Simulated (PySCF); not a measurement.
## Gas-phase thermal properties of Al(CH₃)Cl₂

Computed with PySCF and rigid-rotor harmonic-oscillator thermochemistry at 1 bar. 6-31G* has spherical d functions here. All species are closed-shell singlets. B3LYP is the form with VWN-RPA correlation. Methyl groups turn as free rotors in Al(CH₃)Cl₂. Al(CH₃)Cl₂: computed as isolated molecules; such fragments, hydroxides, amides, oligomers or adducts are transient or little studied in the gas. The harmonic model lacks anharmonicity and excited electronic states, which grow with temperature; levels with a mode under 35 cm⁻¹ are left out.

| level | point group | σ | ZPE (kJ/mol) | S°298 (J/mol/K) | Cp298 (J/mol/K) | S°1000 (J/mol/K) | H1000 − H298 (kJ/mol) |
|---|---|---|---|---|---|---|---|
| B3LYP/6-31G* | C2v | 2 | 102.6 | 334.2 | 83.2 | 460.4 | 76.1 |
| HF/6-31G* | C2v | 2 | 108.3 | 331.5 | 81.3 | 455.2 | 74.6 |
| PBE/def2-SVP | C2v | 2 | 98.9 | 335.4 | 84.8 | 463.8 | 77.3 |
| PBE0/def2-TZVP | C2v | 2 | 101.7 | 334.2 | 83.7 | 461.1 | 76.5 |
σ: rotational symmetry number. Electronic degeneracy used: 1. Frequencies are unscaled.
